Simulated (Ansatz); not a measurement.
**C₈H₁₈: a ladder of functionals and wavefunction methods**

An exercise on one series of results from a longer session: the logs are not shown, and one member is left open.

Computed with Ansatz 0.2.0, Gaussian basis. Level: functionals in def2-TZVPP, the program's frozen cores in correlated methods.

Levels to be run: LDA (SPW92), PBE-D4, revPBE-D4, BLYP-D4, r2SCAN-D4, B97M-V, PBE0-D4, B3LYP-D4, r2SCANh-D4, r2SCAN0-D4, HSE06-D4, BHLYP-D4, CAM-B3LYP-D4, LC-ωPBE, ωB97X-V, ωB97M-V, B2PLYP, PBE-QIDH; CCSD(T)/def2-SVP; CCSD(T)/def2-TZVPP; MP2/def2-QZVPP; extrapolation to the limit; RPA on PBE.

### The relaxed structure

All runs share one geometry, relaxed beforehand with PBE0-D4 in a triple-zeta def2 set.

SMILES `CCCC(C)CCC`, 26 atoms, charge 0, spin multiplicity 1.

Atoms are counted from 1 here; the program's logs count them from 0.

Bond lengths: C1–C2 1.519 Å, C1–H9 1.094 Å, C1–H10 1.092 Å, C1–H11 1.094 Å, C2–C3 1.521 Å, C2–H12 1.095 Å, C2–H13 1.095 Å, C3–C4 1.531 Å, C3–H14 1.097 Å, C3–H15 1.096 Å, C4–C5 1.523 Å, C4–C6 1.527 Å, C4–H16 1.099 Å, C5–H17 1.093 Å, C5–H18 1.093 Å, C5–H19 1.093 Å, C6–C7 1.520 Å, C6–H20 1.097 Å and more. Angles: C2–C1–H9 111.1°, C2–C1–H10 111.7°, C2–C1–H11 111.1°, H9–C1–H10 107.7°, H9–C1–H11 107.4°, H10–C1–H11 107.7°, C1–C2–C3 112.2°, C1–C2–H12 109.3°, C1–C2–H13 109.2°, C3–C2–H12 110.0°, C3–C2–H13 109.8°, H12–C2–H13 106.1°, C2–C3–C4 115.9°, C2–C3–H14 108.8°, C2–C3–H15 108.6°, C4–C3–H14 108.2°, C4–C3–H15 109.3°, H14–C3–H15 105.6° and more.

The first run:

Contents of in.yaml:

```yaml
crystal:
  periodic: [false, false, false]
  atoms:
    - {symbol: C, position_ang: [-0.811085, -1.040661, -2.907499]}
    - {symbol: C, position_ang: [-0.776501, -0.191186, -1.648551]}
    - {symbol: C, position_ang: [-0.772555, -1.037731, -0.384499]}
    - {symbol: C, position_ang: [-0.788636, -0.265250, 0.937320]}
    - {symbol: C, position_ang: [-2.109592, 0.461374, 1.152192]}
    - {symbol: C, position_ang: [0.381708, 0.703614, 1.090706]}
    - {symbol: C, position_ang: [1.759528, 0.075056, 0.965311]}
    - {symbol: C, position_ang: [2.879118, 1.062128, 1.246629]}
    - {symbol: H, position_ang: [-1.708246, -1.665580, -2.935884]}
    - {symbol: H, position_ang: [-0.805943, -0.425368, -3.810217]}
    - {symbol: H, position_ang: [0.054077, -1.708297, -2.955364]}
    - {symbol: H, position_ang: [-1.637404, 0.485229, -1.643873]}
    - {symbol: H, position_ang: [0.112106, 0.448769, -1.669280]}
    - {symbol: H, position_ang: [-1.643982, -1.703877, -0.403125]}
    - {symbol: H, position_ang: [0.102448, -1.697079, -0.407671]}
    - {symbol: H, position_ang: [-0.693292, -1.014774, 1.734840]}
    - {symbol: H, position_ang: [-2.144962, 0.923473, 2.142206]}
    - {symbol: H, position_ang: [-2.958271, -0.223149, 1.071512]}
    - {symbol: H, position_ang: [-2.252800, 1.257893, 0.416900]}
    - {symbol: H, position_ang: [0.301421, 1.185178, 2.073177]}
    - {symbol: H, position_ang: [0.284447, 1.514581, 0.357971]}
    - {symbol: H, position_ang: [1.833494, -0.773743, 1.655733]}
    - {symbol: H, position_ang: [1.888996, -0.340919, -0.039351]}
    - {symbol: H, position_ang: [2.802877, 1.466299, 2.260022]}
    - {symbol: H, position_ang: [2.840629, 1.907415, 0.553478]}
    - {symbol: H, position_ang: [3.862430, 0.596584, 1.147338]}
basis:
  gaussian: {orbitals: def2-TZVPP}
hamiltonian: {xc: lda}
output: {orbitals: {seedname: orbitals}}
```

Steps of the session up to this table: LDA; PBE-D4 (GGA); revPBE-D4 (GGA); BLYP-D4 (GGA); r2SCAN-D4 (meta-GGA); B97M-V (meta-GGA); PBE0-D4 (hybrid); B3LYP-D4 (hybrid); r2SCANh-D4 (hybrid); r2SCAN0-D4 (hybrid); HSE06-D4 (hybrid); BHLYP-D4 (hybrid); CAM-B3LYP-D4 (range-separated); LC-ωPBE-D4 (range-separated; the results give it without D4); ωB97X-V (range-separated); ωB97M-V (range-separated); B2PLYP (double hybrid); PBE-QIDH (double hybrid).

One of the session's tables, all rows but one given; the rest of the session is left out.

It belongs to the step «Frontier levels by functional». 

| functional | HOMO (eV) | LUMO (eV) | gap (eV) |
| --- | --- | --- | --- |
| LDA (SPW92) | -7.21 | 0.07 | 7.28 |
| PBE-D4 | -7.16 | 0.28 | 7.44 |
| revPBE-D4 | -7.13 | 0.39 | 7.52 |
| BLYP-D4 | -7.10 | 0.30 | 7.40 |
| r2SCAN-D4 | -7.43 | 0.95 | 8.38 |
| B97M-V | ? | ? | ? |
| PBE0-D4 | -8.50 | 1.07 | 9.58 |
| B3LYP-D4 | -8.33 | 0.76 | 9.09 |
| r2SCANh-D4 | -7.93 | 1.18 | 9.11 |
| r2SCAN0-D4 | -8.68 | 1.51 | 10.19 |
| HSE06-D4 | -8.10 | 0.70 | 8.80 |
| BHLYP-D4 | -9.82 | 1.68 | 11.51 |
| CAM-B3LYP-D4 | -9.93 | 1.84 | 11.77 |
| LC-ωPBE | -11.24 | 3.13 | 14.37 |
| ωB97X-V | -10.93 | 2.89 | 13.82 |
| ωB97M-V | -10.80 | 2.48 | 13.28 |

**Question.** Estimate the row for B97M-V.

As computed: HOMO (eV): -7.60; LUMO (eV): 0.39; gap (eV): 7.99. In the column «HOMO (eV)» it lies between r2SCANh-D4 (-7.93) and r2SCAN-D4 (-7.43).
